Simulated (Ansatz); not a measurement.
Relaxed structures of CH3MgO, doublet (PBE0-D4/def2-TZVP; forces vanish, vibrations not checked; lower isomers may exist, and structures with a doubtful reference or unclear bonds are left out; Å). Program: Ansatz 0.2.0. Basis: def2-TZVPP. Cores are frozen in the correlated methods; orbitals are unrestricted. The outer core shell of Li, Na, Mg and K is correlated. The def2 sets are not built for correlating such inner shells, so the correlated values are less sure here.

Task: Rank them by CCSD(T) energy, lowest first, and give each one's height above the lowest. Links in brackets join atoms within 1.22 times the sum of their covalent radii (1.1 for two metals). (An estimate is asked for; the value comes from the calculation.)
A.
CH₃MgO ([OH][CH][MgH])
```
6
angstrom
C 0.3992 0.0777 -0.2489
Mg -1.6410 0.2896 -0.3575
O 0.9592 -0.5461 0.8427
H 1.1547 0.4051 -0.9715
H -3.3270 0.4891 -0.4933
H 1.9172 -0.5766 0.7640
```
B.
CH₃MgO ([CH3][Mg][O])
```
6
angstrom
C -0.8155 -0.1759 -1.0341
Mg 0.6279 -0.0571 0.4477
O 1.9313 0.0498 1.7856
H -0.6654 0.5874 -1.8031
H -1.8213 -0.0369 -0.6268
H -0.7979 -1.1494 -1.5332
```
C.
CH₃MgO ([CH2][Mg][OH])
```
6
angstrom
C -1.1554 0.2972 -0.9976
Mg 0.3593 -0.0944 0.3117
O 1.6636 -0.4357 1.4449
H -1.0555 0.3271 -2.0844
H -2.1894 0.5086 -0.7181
H 2.3774 -0.6027 2.0434
```

Result: The calculation gives: C (0.00 kcal/mol), B (21.62 kcal/mol), A (44.32 kcal/mol). Heights count from the lowest.

T1 diagnostic: at most 0.015. ⟨S²⟩ of the unrestricted Hartree–Fock references: 0.76 (a pure state has 0.75).

For scale, one of the runs: CCSD(T)/def2-TZVPP, 136 basis functions, launched by `ansatz run in.yaml --threads 2 --pin off --events-out ev --progress --plain --max-ram 4352MiB`. The run took 2.1 min on 2 CPU threads of an Arm Neoverse V2 (shared host), with 2 GiB of host memory at its peak.
